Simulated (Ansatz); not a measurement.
Relaxation of H$_{6}$OSi (8 atoms, charge 0, multiplicity 1), to a largest force component of 0.03 eV/Å in at most 50 steps.

These are results of RKS PBE/def2-SVP (Ansatz 0.2.0), not measurements.

```xyz
8
Properties=species:S:1:pos:R:3:forces:R:3
Si 0.372 -0.217 -0.374 -0.30 0.22 -0.47
O -0.509 -0.148 2.370 0.49 -0.22 0.03
H -1.080 -0.940 2.362 0.00 -0.01 0.00
H 1.040 -0.357 -1.720 0.00 0.00 0.00
H 0.157 1.238 -0.097 0.00 0.00 0.00
H -0.920 -0.979 -0.426 0.00 0.00 0.00
H 1.281 -0.825 0.620 0.40 -0.24 0.24
H 0.390 -0.540 2.234 -0.59 0.25 0.21
```

Where does it end, and by what steps?

It converged. The force dipped under the threshold on the way, but the program's further checks kept it going. After 18 steps the energy has fallen by 0.062 eV; H8 moved furthest, 0.63 Å.

| step | energy less start (eV) | largest force component (eV/Å) | accepted |
| --- | --- | --- | --- |
| 0 | 0.0000 | 0.592 | yes |
| 1 | -0.0432 | 0.378 | yes |
| 2 | -0.0239 | 0.516 | no |
| 3 | -0.0503 | 0.269 | yes |
| 4 | -0.0569 | 0.126 | yes |
| 5 | -0.0604 | 0.019 | yes |
| 6 | -0.0204 | 1.474 | no |
| 7 | -0.0567 | 0.514 | no |
| 8 | -0.0606 | 0.065 | yes |
| 9 | -0.0609 | 0.003 | yes |
| 10 | -0.0610 | 0.087 | yes |
| 11 | -0.0612 | 0.089 | yes |
| 12 | -0.0614 | 0.093 | yes |
| 13 | -0.0615 | 0.074 | yes |
| 14 | -0.0617 | 0.058 | yes |
| 15 | -0.0617 | 0.133 | no |
| 16 | -0.0619 | 0.022 | yes |
| 17 | -0.0620 | 0.080 | yes |
| 18 | -0.0621 | 0.023 | yes |

```xyz
8
Properties=species:S:1:pos:R:3
Si 0.389 -0.239 -0.468
O -0.685 -0.209 2.375
H -0.832 -1.173 2.338
H 0.977 -0.308 -1.855
H 0.314 1.200 -0.057
H -0.969 -0.876 -0.509
H 1.305 -1.012 0.441
H 0.232 -0.151 2.702
```

Whether the end is a true minimum wasn't checked by a vibrational analysis.

Run time: 28 s on 1 thread of Intel(R) Xeon(R) Platinum 8259CL CPU @ 2.50GHz (Skylake/Cascade Lake), with other jobs on the host, peak memory 0.13 GiB.
